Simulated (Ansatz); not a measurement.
C₂H₇OPS (`CC(O)SP`), relaxed with RKS PBE-D4/def2-SVP in Ansatz 0.2.0 from a rough embedded geometry. The force threshold is 0.03 eV/Å; the program also tests the step.

Total charge 0; spin multiplicity 1.

Start:

```xyz
12

C    -0.745    0.756    1.401
C    -0.333    0.226    0.108
O    -0.996   -1.009   -0.055
S     1.518    0.006   -0.004
P     1.924   -0.688   -1.893
H    -0.281    1.793    1.638
H    -0.474    0.123    2.256
H    -1.806    0.934    1.452
H    -0.609    0.877   -0.677
H    -0.396   -1.680    0.407
H     0.884   -1.642   -1.997
H     1.314    0.306   -2.636
```

| step | energy (eV) | largest force (eV/Å) | largest move (Å) |
| --- | --- | --- | --- |
| 1 | -24335.5908 | 3.611 | 0.000 |
| 2 | -24335.9343 | 1.057 | 0.129 |
| 3 | -24336.0116 | 0.584 | 0.099 |
| 4 (rejected) | -24335.9908 | 0.631 | 0.129 |
| 5 | -24336.0379 | 0.197 | 0.063 |
| 6 | -24336.0406 | 0.109 | 0.100 |
| 7 | -24336.0421 | 0.034 | 0.048 |
| 8 (rejected) | -24336.0415 | 0.089 | 0.018 |
| 9 | -24336.0424 | 0.015 | 0.009 |

End:

```xyz
12

C    -0.716    0.766    1.439
C    -0.312    0.204    0.080
O    -0.919   -1.022   -0.216
S     1.567    0.115    0.059
P     1.978   -0.682   -1.882
H    -0.282    1.771    1.606
H    -0.369    0.102    2.258
H    -1.821    0.841    1.492
H    -0.604    0.893   -0.740
H    -0.653   -1.649    0.488
H     0.882   -1.621   -1.906
H     1.249    0.283   -2.678
```

Hardware: 4 threads of an Arm Neoverse V1 on a shared host. Wall time 15 s, peak host memory 0.16 GiB.
